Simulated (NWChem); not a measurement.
Species: SiH₄ anion, doublet; SMILES of the neutral closed-shell parent [SiH4]

```xyz
5

Si     0.0000     0.0000     0.0008
H      0.9962     0.7013     0.8623
H     -0.9962    -0.7013     0.8623
H      0.7013    -0.9962    -0.8607
H     -0.7013     0.9962    -0.8607
```
Atoms are numbered in this order, from 1.

All runs: NWChem. Pople sets run with spherical d functions. Spin-unrestricted. In the optimisation the excess spin sits in a (C2, its own frame). Structure relaxed at the B3LYP/def2-SVPD, spin-unrestricted level. This spin state was assumed; another may lie lower. No stability test was run on the SCF state. The highest occupied level is positive in some or all of these runs, so the extra electron may be held by the finite basis. The gas-phase anion has a positive highest level at the geometry level, so the gas reference is doubtful. Level: B3LYP/6-31+G* with SMD (1 M gas to 1 M solution), gas-phase geometry. Reactions with the solvent are ignored.

### Question
Order these by “solvation free energy (kcal/mol)”, lowest first: toluene; water; cyclohexane; chlorobenzene.

### Answer
water (-47.8), chlorobenzene (-41.8), toluene (-29.5), cyclohexane (-25.6)
